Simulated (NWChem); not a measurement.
System: thiophene (C4H4S); SMILES c1ccsc1

The following NWChem deck was run.

```
start job
memory heap 200 mb stack 900 mb global 1100 mb
geometry units angstroms
  C      0.000000     0.712012    -1.269433
  C      0.000000    -0.712012    -1.269433
  C      0.000000    -1.235078    -0.002986
  S      0.000000     0.000000     1.189252
  C      0.000000     1.235078    -0.002986
  H      0.000000     1.325357    -2.171704
  H      0.000000    -1.325357    -2.171704
  H      0.000000    -2.283289     0.293489
  H      0.000000     2.283289     0.293489
end
basis spherical
  * library 6-31g*
end
dft
  xc b3lyp
  iterations 150
end
driver
  maxiter 120
end
task dft optimize
task dft freq
```

Excerpt of the output:

```
             Northwest Computational Chemistry Package (NWChem) 7.3.0
             --------------------------------------------------------

 C2V symmetry detected

                             Geometry "geometry" -> ""
                             -------------------------

 Output coordinates in angstroms (scale by  1.889725989 to convert to a.u.)

  No.       Tag          Charge          X              Y              Z
 ---- ---------------- ---------- -------------- -------------- --------------
    1 C                    6.0000     0.00000000     0.71201200    -1.26949150
    2 C                    6.0000     0.00000000    -0.71201200    -1.26949150
    3 C                    6.0000     0.00000000    -1.23507800    -0.00304450
    4 S                   16.0000     0.00000000     0.00000000     1.18919350
    5 C                    6.0000     0.00000000     1.23507800    -0.00304450
    6 H                    1.0000     0.00000000     1.32535700    -2.17176250
    7 H                    1.0000     0.00000000    -1.32535700    -2.17176250
    8 H                    1.0000     0.00000000    -2.28328900     0.29343050
    9 H                    1.0000     0.00000000     2.28328900     0.29343050

 Effective nuclear repulsion energy (a.u.)     202.5894543646

      Symmetry information
      --------------------

 Group name             C2v
 Group number             16
 Group order               4
 No. of unique centers     5

                                Z-matrix (autoz)
                                --------

 Units are Angstrom for bonds and degrees for angles

      Type          Name      I     J     K     L     M      Value
      ----------- --------  ----- ----- ----- ----- ----- ----------
    1 Stretch                  1     2                       1.42402
    2 Stretch                  1     5                       1.37021
    3 Stretch                  1     6                       1.09100
    4 Stretch                  2     3                       1.37021
    5 Stretch                  2     7                       1.09100
    6 Stretch                  3     4                       1.71664
    7 Stretch                  3     8                       1.08933
    8 Stretch                  4     5                       1.71664
    9 Stretch                  5     9                       1.08933
   10 Bend                     1     2     3               112.44153
   11 Bend                     1     2     7               124.20705
   12 Bend                     1     5     4               111.54736
   13 Bend                     1     5     9               128.23450
   14 Bend                     2     1     5               112.44153
   15 Bend                     2     1     6               124.20705
   16 Bend                     2     3     4               111.54736
   17 Bend                     2     3     8               128.23450
   18 Bend                     3     2     7               123.35142
   19 Bend                     3     4     5                92.02223
   20 Bend                     4     3     8               120.21814
   21 Bend                     4     5     9               120.21814
   22 Bend                     5     1     6               123.35142
   23 Torsion                  1     2     3     4           0.00000
   24 Torsion                  1     2     3     8         180.00000
   25 Torsion                  1     5     4     3           0.00000
   26 Torsion                  2     1     5     4           0.00000
   27 Torsion                  2     1     5     9         180.00000
   28 Torsion                  2     3     4     5           0.00000
   29 Torsion                  3     2     1     5           0.00000
   30 Torsion                  3     2     1     6         180.00000
   31 Torsion                  3     4     5     9         180.00000
   32 Torsion                  4     3     2     7         180.00000
   33 Torsion                  4     5     1     6         180.00000
   34 Torsion                  5     1     2     7         180.00000
   35 Torsion                  5     4     3     8         180.00000
   36 Torsion                  6     1     2     7           0.00000
   37 Torsion                  6     1     5     9           0.00000
   38 Torsion                  7     2     3     8           0.00000

                           NWChem Geometry Optimization
                           ----------------------------

 maximum gradient threshold         (gmax) =   0.000450
 rms gradient threshold             (grms) =   0.000300
 maximum cartesian step threshold   (xmax) =   0.001800
 rms cartesian step threshold       (xrms) =   0.001200
 fixed trust radius                (trust) =   0.300000
 source of zmatrix                         =   autoz

          -------------------
          Energy Minimization
          -------------------

 Using diagonal initial Hessian
 Scaling for Hessian diagonals: bonds = 1.00  angles = 0.25  torsions = 0.10

          --------
          Step   0

                                 NWChem DFT Module
                                 -----------------

 Summary of "ao basis" -> "ao basis" (spherical)
 ------------------------------------------------------------------------------
       Tag                 Description            Shells   Functions and Types
 ---------------- ------------------------------  ------  ---------------------
 C                           6-31g*                  6       14   3s2p1d
 S                           6-31g*                  8       18   4s3p1d
 H                           6-31g*                  2        2   2s

      Symmetry analysis of basis
      --------------------------

        a1         33
        a2          9
        b1         12
        b2         28

            General Information
            -------------------
          SCF calculation type: DFT
          Wavefunction type:  closed shell.
          No. of atoms     :     9
          No. of electrons :    44
           Alpha electrons :    22
            Beta electrons :    22
          Charge           :     0
          Spin multiplicity:     1
          Use of symmetry is: on ; symmetry adaption is: on
          Maximum number of iterations: 150
          AO basis - number of functions:    82
                     number of shells:    40
          Convergence on energy requested:  1.00D-06
          Convergence on density requested:  1.00D-05
          Convergence on gradient requested:  5.00D-04

              XC Information
              --------------
                         B3LYP Method XC Potential
                     Hartree-Fock (Exact) Exchange  0.200
                        Slater Exchange Functional  0.800 local
                    Becke 1988 Exchange Functional  0.720 non-local
              Lee-Yang-Parr Correlation Functional  0.810
                  VWN I RPA Correlation Functional  0.190 local

             Grid Information
             ----------------
          Grid used for XC integration:  medium
          Radial quadrature: Mura-Knowles
          Angular quadrature: Lebedev.
          Tag              B.-S. Rad. Rad. Pts. Rad. Cut. Ang. Pts.
          ---              ---------- --------- --------- ---------
          C                   0.70       49          10.0       434
          S                   1.00       88          10.0       590
          H                   0.35       45          11.0       434
          Grid pruning is: on
          Number of quadrature shells:   276
          Spatial weights used:  Erf1

      Superposition of Atomic Density Guess
      -------------------------------------

 Sum of atomic energies:        -550.08962770

      Non-variational initial energy
      ------------------------------

[...]

      ----------------------
      Optimization converged
      ----------------------

  Step       Energy      Delta E   Gmax     Grms     Xrms     Xmax
  ---- ---------------- -------- -------- -------- -------- --------
@    3    -552.99666693 -1.0D-06  0.00007  0.00002  0.00050  0.00135
                                     ok       ok       ok       ok

                                Z-matrix (autoz)
                                --------

 Units are Angstrom for bonds and degrees for angles

      Type          Name      I     J     K     L     M      Value     Gradient
      ----------- --------  ----- ----- ----- ----- ----- ---------- ----------
    1 Stretch                  1     2                       1.43000    0.00000
    2 Stretch                  1     5                       1.36783    0.00001
    3 Stretch                  1     6                       1.08474    0.00002
    4 Stretch                  2     3                       1.36783    0.00001
    5 Stretch                  2     7                       1.08474    0.00002
    6 Stretch                  3     4                       1.73537    0.00001
    7 Stretch                  3     8                       1.08169    0.00003
    8 Stretch                  4     5                       1.73537    0.00001
    9 Stretch                  5     9                       1.08169    0.00003
   10 Bend                     1     2     3               112.73091    0.00001
   11 Bend                     1     2     7               123.93417    0.00002
   12 Bend                     1     5     4               111.49627   -0.00001
   13 Bend                     1     5     9               128.34761   -0.00006
   14 Bend                     2     1     5               112.73091    0.00001
   15 Bend                     2     1     6               123.93417    0.00002
   16 Bend                     2     3     4               111.49627   -0.00001
   17 Bend                     2     3     8               128.34761   -0.00006
   18 Bend                     3     2     7               123.33493   -0.00003
   19 Bend                     3     4     5                91.54566    0.00001
   20 Bend                     4     3     8               120.15613    0.00007
   21 Bend                     4     5     9               120.15613    0.00007
   22 Bend                     5     1     6               123.33493   -0.00003
   23 Torsion                  1     2     3     4           0.00000    0.00000
   24 Torsion                  1     2     3     8         180.00000    0.00000
   25 Torsion                  1     5     4     3           0.00000    0.00000
   26 Torsion                  2     1     5     4           0.00000    0.00000
   27 Torsion                  2     1     5     9         180.00000    0.00000
   28 Torsion                  2     3     4     5           0.00000    0.00000
   29 Torsion                  3     2     1     5           0.00000    0.00000
   30 Torsion                  3     2     1     6         180.00000    0.00000
   31 Torsion                  3     4     5     9         180.00000    0.00000
   32 Torsion                  4     3     2     7         180.00000    0.00000
   33 Torsion                  4     5     1     6         180.00000    0.00000
   34 Torsion                  5     1     2     7         180.00000    0.00000
   35 Torsion                  5     4     3     8         180.00000    0.00000
   36 Torsion                  6     1     2     7           0.00000    0.00000
   37 Torsion                  6     1     5     9           0.00000    0.00000
   38 Torsion                  7     2     3     8           0.00000    0.00000

                         Geometry "geometry" -> "geometry"
                         ---------------------------------

 Output coordinates in angstroms (scale by  1.889725989 to convert to a.u.)

  No.       Tag          Charge          X              Y              Z
 ---- ---------------- ---------- -------------- -------------- --------------
    1 C                    6.0000     0.00000000     0.71499877    -1.26814702
    2 C                    6.0000     0.00000000    -0.71499877    -1.26814702
    3 C                    6.0000     0.00000000    -1.24353167    -0.00656037
    4 S                   16.0000     0.00000000     0.00000000     1.20386929
    5 C                    6.0000     0.00000000     1.24353167    -0.00656037
    6 H                    1.0000     0.00000000     1.32054165    -2.16813016
    7 H                    1.0000     0.00000000    -1.32054165    -2.16813016
    8 H                    1.0000     0.00000000    -2.28529183     0.28463166
    9 H                    1.0000     0.00000000     2.28529183     0.28463166

[...]

 Rotational Constants
 --------------------
 A=   0.265795 cm-1  (  0.382410 K)
 B=   0.178629 cm-1  (  0.257001 K)
 C=   0.106832 cm-1  (  0.153704 K)

 Temperature                      =   298.15K
 frequency scaling parameter      =   1.0000

 Zero-Point correction to Energy  =   41.973 kcal/mol  (  0.066889 au)
 Thermal correction to Energy     =   44.528 kcal/mol  (  0.070960 au)
 Thermal correction to Enthalpy   =   45.120 kcal/mol  (  0.071904 au)

 Total Entropy                    =   66.483 cal/mol-K
   - Translational                =   39.181 cal/mol-K (mol. weight =  84.0034)
   - Rotational                   =   23.879 cal/mol-K (symmetry #  =        2)
   - Vibrational                  =    3.423 cal/mol-K

 Cv (constant volume heat capacity) =   15.125 cal/mol-K
   - Translational                  =    2.979 cal/mol-K
   - Rotational                     =    2.979 cal/mol-K
   - Vibrational                    =    9.166 cal/mol-K

[normal modes left out]

 ----------------------------------------------------------------------------
 Normal Eigenvalue ||           Projected Infra Red Intensities
  Mode   [cm**-1]  || [atomic units] [(debye/angs)**2] [(KM/mol)] [arbitrary]
 ------ ---------- || -------------- ----------------- ---------- -----------
    1       -0.000 ||    0.000057           0.001         0.056       0.084
    2       -0.000 ||    0.000011           0.000         0.011       0.016
    3       -0.000 ||    0.000009           0.000         0.009       0.013
    4       -0.000 ||    0.000091           0.002         0.089       0.134
    5        0.000 ||    0.000043           0.001         0.042       0.063
    6        0.000 ||    0.000080           0.002         0.078       0.117
    7      453.358 ||    0.000946           0.022         0.922       1.389
    8      575.075 ||    0.000000           0.000         0.000       0.000
    9      613.304 ||    0.000352           0.008         0.343       0.516
   10      683.578 ||    0.000000           0.000         0.000       0.000
   11      729.647 ||    0.108707           2.508       105.973     159.570
   12      749.135 ||    0.000067           0.002         0.066       0.099
   13      840.184 ||    0.024502           0.565        23.886      35.967
   14      878.509 ||    0.000601           0.014         0.586       0.882
   15      880.722 ||    0.001010           0.023         0.985       1.483
   16      918.951 ||    0.000000           0.000         0.000       0.000
   17     1062.042 ||    0.001646           0.038         1.604       2.416
   18     1117.863 ||    0.004383           0.101         4.273       6.434
   19     1120.238 ||    0.003449           0.080         3.362       5.063
   20     1289.738 ||    0.010710           0.247        10.441      15.721
   21     1414.314 ||    0.000450           0.010         0.439       0.661
   22     1469.659 ||    0.011271           0.260        10.987      16.544
   23     1579.829 ||    0.000026           0.001         0.025       0.038
   24     3219.474 ||    0.005708           0.132         5.565       8.379
   25     3233.262 ||    0.007070           0.163         6.892      10.377
   26     3272.018 ||    0.001051           0.024         1.025       1.543
   27     3273.892 ||    0.001696           0.039         1.654       2.490
 ----------------------------------------------------------------------------
```

Level: B3LYP/6-31G* (spherical d). B3LYP is NWChem's, with the RPA form of VWN correlation.
